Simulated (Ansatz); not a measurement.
System: chalcopyrite CdGeAs2. Method: PBE+SOC (PAW; Ansatz, an electronic-structure program).

Numerical settings: plane-wave cutoff 520 eV, 8×8×8 k mesh, Fermi–Dirac smearing 0.01 eV, PAW data made under PBE.

Cell (measured lattice):

```
CdAs2Ge
1.0
   -2.97135     2.97135     5.61000
    2.97135    -2.97135     5.61000
    2.97135     2.97135    -5.61000
Cd Ge As
2 2 4
Direct
  0.00000   0.00000   0.00000
  0.75000   0.25000   0.50000
  0.50000   0.50000   0.00000
  0.25000   0.75000   0.50000
  0.87500   0.84964   0.47464
  0.15036   0.62500   0.02536
  0.37500   0.40036   0.52536
  0.59964   0.12500   0.97464
```

Task: Estimate the band gap, smallest direct gap on the k points sampled and Γ–Γ gap that the calculation returns.

Result: 
* **band gap**: 0.02 eV (under three smearing widths, so not firm)
* **smallest direct gap on the k points sampled**: 0.10 eV
* **Γ–Γ gap**: 0.19 eV

Measured, for comparison: band gap 0.57 eV (temperature not stated, not corrected to a static lattice, direct; as tabulated in Rashkeev et al. (1999), arXiv:cond-mat/9809378). Computed (rounded) less measured: band gap -0.55 eV.

Note: cell and atoms aren't relaxed at this level (largest force component 0.04 eV/Å, pressure 3.5 GPa).

The computed numbers hold no vibrational or temperature effects.
